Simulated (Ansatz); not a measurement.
Equilibrium volume per atom (Å³/atom) of solids drawn from the class of elemental solids other than molecular ones, at two levels: PBEsol (Ansatz, a first-principles code, plane waves, PAW), and r²SCAN in Ansatz (plane waves, PAW).

```json
[
 {"solid": "double-hcp La", "PBEsol": "33.96", "r²SCAN": "37.27", "shift (%)": "+9.7"},
 {"solid": "hcp Os", "PBEsol": "13.89", "r²SCAN": "14.02", "shift (%)": "+0.9"},
 {"solid": "hcp Ru", "PBEsol": "13.32", "r²SCAN": "13.49", "shift (%)": "+1.3"},
 {"solid": "hcp Zn", "PBEsol": "14.22", "r²SCAN": "14.47", "shift (%)": "+1.8"},
 {"solid": "hcp Ti", "PBEsol": "16.73", "r²SCAN": "17.31", "shift (%)": "+3.5"},
 {"solid": "hcp Zr", "PBEsol": "22.46", "r²SCAN": "23.50", "shift (%)": "+4.6"},
 {"solid": "hcp Mg", "PBEsol": "22.51", "r²SCAN": "22.57", "shift (%)": "+0.3"},
 {"solid": "hcp Tc", "PBEsol": "14.00", "r²SCAN": "14.20", "shift (%)": "+1.4"},
 {"solid": "hcp Be", "PBEsol": "7.84", "r²SCAN": "7.91", "shift (%)": "+0.9"},
 {"solid": "hcp Cd", "PBEsol": "21.02", "r²SCAN": "21.99", "shift (%)": "+4.6"}
]
```

The shifts run from +0.3 % to +9.7 %, with a median of +1.6 %.

Over all 10 rows r²SCAN is the larger in 10.

Ansatz's runs of these crystals have no spin polarisation. Meta-GGA and hybrid levels favour moments, which can bear on hcp Ti.

Spin–orbit coupling is left out, also for the solids with elements from indium on (double-hcp La, hcp Os); its size isn't shown.

Ansatz's density-functional and Hartree–Fock values are scalar-relativistic unless marked +SOC, with PAW data made under PBE.
